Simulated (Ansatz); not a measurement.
Process, species as SMILES: CS(C)=O + 3 [H][H] (H2) → 2 C (CH4) + O (H2O) + S (H2S)

Wanted: energy of full hydrogenation (electronic), in kcal/mol. Set-up: valence correlation only; no dispersion term unless named; 6-31G* and kin with 6d, 5d where marked; no spin-orbit coupling; non-relativistic. CBS(X,Y): correlation extrapolated as X^-3; Hartree-Fock from the larger set. [CCSD(T)-MP2]/basis is that difference in the basis named. First-principles rows: single points at B3LYP-D3(BJ) geometries (Ansatz, a first-principles code).

| species | coefficient | E at B3LYP/6-31G* (Ansatz), Eh | E at PBE0/def2-TZVPD (Ansatz), Eh |
|---|---|---|---|
| CS(C)=O | -1 | -553.18593 | -552.97125 |
| [H][H] (H2) | -3 | -1.17549 | -1.16825 |
| C (CH4) | +2 | -40.51834 | -40.47422 |
| O (H2O) | +1 | -76.40884 | -76.38086 |
| S (H2S) | +1 | -399.38539 | -399.26257 |

Coupled cluster (Ansatz) is a level with limits of its own, used here on species with T1 under 0.025 (0.045 for open shells) and stable references: RI-MP2/CBS(cc-pV(T+d)Z,cc-pV(Q+d)Z)+[CCSD(T)-MP2]/cc-pV(T+d)Z. Value to compare with, RI-MP2/CBS(cc-pV(T+d)Z,cc-pV(Q+d)Z)+[CCSD(T)-MP2]/cc-pV(T+d)Z (Ansatz): -72.6 kcal/mol. 1 Eh = 627.5095 kcal/mol.

**Question.** Work the quantity out at each level, and compare with RI-MP2/CBS(cc-pV(T+d)Z,cc-pV(Q+d)Z)+[CCSD(T)-MP2]/cc-pV(T+d)Z (Ansatz).

**Answer.** 
- B3LYP/6-31G*: the sum of coefficient times E is -0.11851 Eh, or -74.37 kcal/mol. Result: -74.4 kcal/mol. Its difference against RI-MP2/CBS(cc-pV(T+d)Z,cc-pV(Q+d)Z)+[CCSD(T)-MP2]/cc-pV(T+d)Z (Ansatz) is -1.8 kcal/mol.
- PBE0/def2-TZVPD: the sum of coefficient times E is -0.11587 Eh, or -72.71 kcal/mol. Result: -72.7 kcal/mol. Its difference against RI-MP2/CBS(cc-pV(T+d)Z,cc-pV(Q+d)Z)+[CCSD(T)-MP2]/cc-pV(T+d)Z (Ansatz) is -0.1 kcal/mol.
